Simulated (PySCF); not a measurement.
# Shapes and spin states of P2H6

Level of theory: PBE0 in PySCF with P def2-TZVP, H def2-TZVP; no relativity; density-fitted integrals.

Relaxations began from a few typed shapes and spin states; open shells are unrestricted. The search is not exhaustive: other isomers or separated fragments can lie lower, and high-lying points may rest on an excited occupation.

Problem. Which is the lowest minimum found?
A. triplet C2: P–H 1.415 Å (×2), P–H 1.431 Å (×2), P–H 1.492 Å (×2), P–P 2.316 Å; H–P–H 93.1° (×4), H–P–H 106.6° (×2), H–P–P 94.7° (×2), H–P–P 111.4° (×2), H–P–P 150.9° (×2)
B. singlet D3d: P–H 1.420 Å (×6); H–P–H 93.0° (×6)
C. triplet D2h: P–H 1.440 Å (×4), P–H 1.632 Å (×4); H–P–H 76.0° (×2), H–P–H 101.2° (×2), H–P–H 120.0° (×8), P–H–P 104.0° (×2)
D. singlet Ci: P–H 1.420 Å (×2), P–H 1.423 Å (×4); H–P–H 93.1° (×6)
E. triplet C2h: P–H 1.403 Å (×2), P–H 1.466 Å (×4), P–P 2.305 Å; H–P–H 91.7° (×2), H–P–H 98.4° (×4), H–P–P 95.3° (×2), H–P–P 131.7° (×4)
F. singlet C2h: P–H 1.420 Å (×6); H–P–H 93.2° (×6)

Solution. D. The others lie at 0.9 (singlet C2h), 3.3 (singlet D3d, a saddle point), 354.9 (triplet C2), 356.4 (triplet C2h, a saddle point), 655.1 (triplet D2h, a saddle point) kJ/mol above it.
